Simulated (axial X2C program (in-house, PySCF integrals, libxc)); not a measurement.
## PC: cheaper levels and CCSD(T), two-component

Computed with an in-house all-electron X2C program for linear molecules (integrals from PySCF). Two-component (2c) means X2C with spin–orbit coupling and atomic mean-field two-electron Coulomb and Gaunt terms. Basis: P dyall-v3z [8s7p2d1f], C dyall-v3z [7s6p2d1f] (cores contracted in-house); Gaussian nuclei, density fitting, unrestricted open shells. Masses: P 30.974 u, C 12.000 u.

State: Ω = 1/2 (⟨Sz⟩ = 0.50, ⟨Lz⟩ = 0.00 at HF); fragments P + C.

```csv
level,Re (Å),ωe (cm⁻¹),De (eV)
PBE0,1.555,1294.4,5.24
HF,1.607,1014.2,2.72
CCSD,1.557,1289.3,4.55
B97-3,1.555,1291.7,5.34
```

Correlated methods: 9 electrons correlated (number of frozen shells: P 2 s, 1 p; C 1 s), 143 virtual spin orbitals or spinors in MP2, 90 natural virtuals in coupled cluster.

CCSD(T), same Hamiltonian and basis:

Re = 1.561 Å, ωe = 1292.4 cm⁻¹, De = 4.86 eV; T1 = 0.094 (Lee–Taylor normalisation).

Task: Give the differences from CCSD(T) in the columns below.

Result: 

| level | ΔRe (Å) | Δωe (cm⁻¹) | ΔDe (eV) |
| --- | --- | --- | --- |
| PBE0 | -0.006 | 2 | 0.38 |
| HF | 0.046 | -278 | -2.14 |
| CCSD | -0.004 | -3 | -0.31 |
| B97-3 | -0.006 | -1 | 0.48 |

One determinant describes the state; a PBE0 search over occupations chose it and may have missed a lower one. Dissociation energies refer to the lowest single-determinant-based atoms at the same level and basis. Density functionals use the spin component along the axis (collinear). CCSD and (T) use frozen natural virtuals with an MP2 correction for the truncation; (T) itself is uncorrected, so its De runs slightly low. The 2c atoms are single determinants rather than J levels; their spin–orbit lowering is only partly caught, and De is too large by that part. This holds for PBE0, CCSD, B97-3, CCSD(T). Without a current term, density functionals place determinants with orbital angular momentum somewhat too high. The determinant is spin-polarised beyond a pure state at some levels (its spin-free form has ⟨S²⟩ too high), which makes Re and μ there less reliable. The T1 diagnostic is large, a sign of multireference character.
